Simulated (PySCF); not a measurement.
Compound: NiF2 (triplet state).
SMILES: `[F][Ni][F]`

Method used: PySCF 2.14.0, PBE0-D3(BJ)/def2-SVP geometry optimisation, gas phase.

Take the most abundant isotopes and a rigid rotor. 

Question: What are the moment of inertia and the rotational constant?

Answer: I = 110.135 u·Å², B = 505379 MHz·u·Å²/I = 4589 MHz (0.1531 cm⁻¹, or 0.220 K as hB/k).

If the electronic state has orbital angular momentum about the axis (Π, Δ; not determined here), the simple ladder of levels BJ(J+1) doesn't apply.

No PBE0-D3(BJ)/def2-SVP frequencies stand behind this structure, so it isn't proved a minimum. ⟨S²⟩ = 2.005 (exact for a triplet: 2.00). No vibrational averaging or centrifugal distortion is included, and the geometry carries the error of its method.

Caution for open-shell metal species: one SCF solution and one stationary point were followed, and a lower state or a bent or distorted shape isn't ruled out.

---

Species: BeH (doublet state).
SMILES: `[BeH]`

The calculation used PBE0-D3(BJ)/def2-TZVP geometry optimisation, gas phase in PySCF.

Take the most abundant isotopes and a rigid rotor. 

What are the moment of inertia and the rotational constant?

I = 1.667 u·Å², B = 505379 MHz·u·Å²/I = 303212 MHz (10.1141 cm⁻¹, or 14.552 K as hB/k). For two atoms I = μr² with μ = 0.9065 u and r = 1.3560 Å.

If the electronic state has orbital angular momentum about the axis (Π, Δ; not determined here), the simple ladder of levels BJ(J+1) doesn't apply.

No frequency check. ⟨S²⟩ = 0.751 (exact for a doublet: 0.75). Isolated species at its PBE0-D3(BJ)/def2-TZVP geometry, gas phase. These are rigid-rotor constants of the computed structure; measured ground-state constants (B0) also hold zero-point vibration.

The run took 2.2 s wall on an Arm Neoverse N1 with one thread, shared host, and the process peaked at 0.23 GiB of memory. This is the geometry optimisation.

---

Species: CdAg (doublet state).
SMILES: `[Ag][Cd]`

Computed, not measured: PySCF, PBE0-D3(BJ)/def2-SVP geometry optimisation, gas phase, def2 core potentials past Kr.

Take the most abundant isotopes and a rigid rotor. 

Question: What are the moment of inertia and the rotational constant?

Answer: I = 424.168 u·Å², B = 505379 MHz·u·Å²/I = 1191 MHz (0.0397 cm⁻¹, or 0.057 K as hB/k). For two atoms I = μr² with μ = 55.1467 u and r = 2.7734 Å.

If the electronic state has orbital angular momentum about the axis (Π, Δ; not determined here), the simple ladder of levels BJ(J+1) doesn't apply.

Stationary, but not proved a minimum. ⟨S²⟩ = 0.758 (exact for a doublet: 0.75). Zero-point vibration and centrifugal distortion are left out.

The run took 5.0 s of wall time on an Intel Xeon 6975P-C with one thread, no GPU, shared host with 192 logical CPUs at a one-minute load of 54, and the process peaked at 0.29 GiB of memory. This is the geometry optimisation.
